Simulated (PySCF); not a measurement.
Molecule: SMILES BC, CH₅B.

Geometry:
```
atom   x (Å)   y (Å)   z (Å)
  B1   0.890   0.066  -0.029
  C2  -0.653  -0.092  -0.093
  H3   1.607  -0.880   0.216
  H4   1.406   1.156  -0.149
  H5  -0.955   0.083   0.964
  H6  -1.018  -1.098  -0.347
  H7  -1.178   0.673  -0.684
```

Spin–spin couplings on one PBE0-D3(BJ)/def2-SVP geometry, PySCF 2.14.0 with density-fitted response routines, gas phase, non-relativistic, equivalent pairs averaged; isotopes ¹³C, ¹H, ¹¹B; basis pcJ-1.

How do the couplings (Hz) change with the functional? Times are CPU seconds on shared hosts with different chips, so compare them loosely; the GGAs took longer than the global hybrids here, which isn't the general rule, and the cause wasn't traced.

Results:


```tsv
functional	functions	¹J(C2,H5)	¹J(B1,H3)	¹J(B1,C2)	²J(H5,H6)	²J(B1,H5)	³J(H3,H5)	core-s
HF	104	146.9	146.5	72.4	-31.2	-13.6	6.0	1.3
LDA	104	95.7	102.8	33.2	-9.2	-3.2	4.0	2.1
PBE	104	113.8	124.6	44.4	-13.5	-3.8	4.7	3.5
KT2	104	118.7	128.5	34.6	-18.3	-5.1	5.4	3.5
B3LYP	104	124.6	134.5	50.7	-15.2	-5.1	5.7	3.1
PBE0	104	116.9	126.3	48.3	-15.8	-5.5	4.9	3.3
B97-2	104	111.8	129.8	51.5	-13.3	-2.5	4.9	3.2
BHandHLYP	104	133.3	140.6	58.0	-19.0	-7.1	6.0	3.3
CAM-B3LYP	104	122.2	131.2	49.9	-15.8	-5.7	5.6	4
```
